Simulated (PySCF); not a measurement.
Stepwise substitution at one centre (Si F-NH2). Gas-phase values, no solvent. One relaxed conformer stands for each flexible species; it need not be the lowest. Strings in code marks are SMILES.

The four lowest singlet excitations (Tamm–Dancoff). Calculation: PySCF 2.14.0 with B3LYP-D3(BJ)/def2-TZVP. B3LYP has the VWN-RPA correlation part, as in Gaussian. Excitations are Tamm–Dancoff values on a coarser integration grid. The basis has no diffuse functions, so Rydberg states are missing or too high.

```tsv
state	energy (eV)	wavelength (nm)	oscillator strength
S1	6.72	185	0.049
S2	6.72	184	0.041
S3	6.73	184	0.041
S4	7.66	162	0.000
```

Problem. Identify which member gives these states.
(A) `F[Si](F)(F)F`
(B) `N[Si](F)(F)F`
(C) `N[Si](N)(F)F`
(D) `N[Si](N)(N)F`

Solution. D, `N[Si](N)(N)F`
